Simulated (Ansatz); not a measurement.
C5H10, SMILES `C=CC(C)C`. Total charge 0; spin multiplicity 1. All single points use the PBE0-D4/def2-TZVP geometry. It is one conformer, not always the lowest.

```xyz
15

C     1.024   -0.557   -1.732
C    -0.111   -0.090   -1.232
C    -0.327    0.471    0.141
C     0.930    0.523    0.990
C    -1.438   -0.304    0.849
H     1.947   -0.562   -1.163
H     1.071   -0.953   -2.740
H    -1.003   -0.117   -1.857
H    -0.689    1.501    0.006
H     1.325   -0.481    1.168
H     0.715    0.971    1.963
H     1.715    1.115    0.514
H    -1.675    0.148    1.815
H    -1.130   -1.339    1.024
H    -2.353   -0.325    0.252
```

(1) What is the dipole moment at ωB97M-V/def2-TZVPP? (An estimate is asked.)

(2) And with PBE, r2SCAN, B3LYP? (Best estimate.)

(3) Give the Mulliken charges with ωB97M-V, PBE, B3LYP in def2-TZVPP. (Best estimate.)

## Answers

(1) Computed: 0.44 D, with components (-0.25, 0.22, 0.28) D in this frame, pointing from negative to positive charge.

(2) Computed: PBE 0.48 D, r2SCAN 0.49 D, B3LYP 0.45 D.

(3) Ansatz gave: 
```csv
atom,ωB97M-V,PBE,B3LYP
C1,-0.22,-0.20,-0.22
C2,-0.14,-0.16,-0.16
C3,0.02,0.12,0.11
C4,-0.36,-0.27,-0.28
C5,-0.31,-0.25,-0.25
H6,0.08,0.07,0.09
H7,0.10,0.09,0.10
H8,0.10,0.08,0.09
H9,0.07,0.04,0.04
H10,0.11,0.08,0.08
H11,0.10,0.08,0.08
H12,0.12,0.08,0.09
H13,0.10,0.08,0.08
H14,0.11,0.08,0.08
H15,0.10,0.08,0.08
```

B3LYP here is the variant with VWN-RPA as its local correlation; programs differ in this.
